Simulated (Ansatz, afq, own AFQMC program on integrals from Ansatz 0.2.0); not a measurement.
AFQMC on a folder of integrals that Ansatz 0.2.0 wrote.

```yaml
crystal:
  periodic: [false, false, false]
  atoms:
    - {symbol: Al, position_ang: [0.000000, 0.000000, 0.000000]}
    - {symbol: H, position_ang: [0.950024, 0.951316, 0.950557]}
    - {symbol: H, position_ang: [-0.953809, -0.947378, 0.950700]}
    - {symbol: H, position_ang: [-0.947451, 0.949943, -0.954490]}
    - {symbol: H, position_ang: [0.951236, -0.953882, -0.946767]}
basis:
  gaussian: {orbitals: "6-31++G**"}
total_charge: -1
magnetization: {spin_polarized: false}
correlation: {method: ccsd_t, electrons: outside_noble_gas, hamiltonian_folder: ham}
```

```sh
$ ansatz run in.yaml --threads 1 --pin off --events-out ev --progress --plain --max-ram 1382MiB
```

Options of the walk:

```
--method phaseless --trial hf --walkers 120 --populations 1 --least-time 40 --time-step 0.005 --steps-per-block 20 --equilibration-blocks 112 --max-blocks 600 --target-error 0.00102 --factor-cut 1e-05 --seed 8497 --taylor-order 6
```

Times are imaginary, in 1/Eh. The walk had a cap of 623 s.

```
orbitals 42  electrons 4 4  factors 317 of 409
reference energy -244.22373494 Eh
CCSD correlation -0.12117062 Eh in 9 cycles, weight of the determinant in the CISD state 0.9296
energy of the start -244.223735 Eh
 block  time / (1/Eh)  mean weight  energy / Eh
     1     0.100  1.0010  -244.247629
     2     0.200  1.0014  -244.265287
     3     0.300  1.0002  -244.282807
     4     0.400  1.0013  -244.291795
     5     0.500  0.9997  -244.303613
     7     0.700  1.0011  -244.316662
     9     0.900  1.0007  -244.325910
    13     1.300  1.0012  -244.330367
    37     3.700  1.0010  -244.367958
    61     6.100  0.9997  -244.351991
    85     8.500  1.0003  -244.356371
   109    10.900  0.9992  -244.352710
   133    13.300  0.9982  -244.335733
   157    15.700  0.9995  -244.340164
   181    18.100  0.9999  -244.353084
   205    20.500  0.9991  -244.348518
   229    22.900  1.0008  -244.337808
   253    25.300  0.9997  -244.346298
   277    27.700  0.9989  -244.351728
   289    28.900  1.0002  -244.360311
   301    30.100  0.9999  -244.351292
   325    32.500  1.0001  -244.334051
   349    34.900  1.0008  -244.337965
   373    37.300  1.0000  -244.353261
   397    39.700  1.0001  -244.341177
   421    42.100  0.9985  -244.350933
   445    44.500  0.9995  -244.345538
   469    46.900  1.0027  -244.343738
   493    49.300  1.0020  -244.353740
   505    50.500  0.9988  -244.345023
blocks merged  error / Eh  count
     1  0.000334  400
     2  0.000451  200
     4  0.000598  100
     8  0.000777  50
    16  0.000908  25
    32  0.001093  12
energy -244.346892 +/- 0.000908 Eh
(rows thinned)
```

(1) Estimate how long the walk took on 1 thread of Arm Neoverse V2 (shared host).

The run passed its tests (sampling time, drift between the halves within three errors, error under three times the target), which doesn't prove that it has relaxed.

Against this walk (error 24.7 meV) on the same determinant: CCSD(T) 9.1 meV higher (within the noise), CCSDT(Q) 4.8 meV lower (within the noise). The error is statistical and leaves out the bias of the constraint.

Cautions: constraint bias not in the error.

Answers

(1) 94 s of wall time.

CCSDT and higher add their correlation energy to the determinant of the CCSD(T) run, since their own runs factorise the integrals more tightly (a shift of under 2 meV). A walk keeps the symmetry of its determinant, which the program's search chose and which needn't be the lowest solution, so a lower state of the same spin and another symmetry isn't excluded.
